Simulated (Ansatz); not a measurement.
Born–Oppenheimer molecular dynamics of AlCl2H (4 atoms, charge 0, multiplicity 1). It starts from a relaxed structure.

These are results of RKS r2SCAN-D4/def2-SVP (Ansatz), not measurements.

* ensemble: NVT, Nosé–Hoover chain
* time step: 1 fs
* steps asked: 166
* set temperature: 200 K
* thermostat: time constant 100 fs, chain length 3 (defaults)
* seed: 660343

First frame:

```xyz
4
Properties=species:S:1:pos:R:3
Al 0.018 0.000 0.010
Cl 0.052 0.000 2.104
Cl 1.849 0.000 -1.007
H -1.339 0.000 -0.773
```

**Question.** How far do the bonds stretch over the last three quarters of this one trajectory? (Pairs bonded in most of those frames.)

**Answer.** 
```
   bond  mean (Å)  spread (Å)  shortest  longest
Al1–Cl2     2.102       0.035      2.03     2.16
Al1–Cl3     2.091       0.025      2.05     2.13
 Al1–H4     1.567       0.012      1.55     1.59
```

Mean temperature of the second half: 150 K. The conserved energy stayed within 0.064 meV per atom of its start (net change 0.029 meV per atom), so the integration is sound. The mean temperature of the second half is 25 % below the set value. A run of 0.17 ps of so small a system gives no equilibrium averages.

The run took 4.1 min on 2 threads of Arm Neoverse V1 (shared host), peak memory 0.12 GiB.
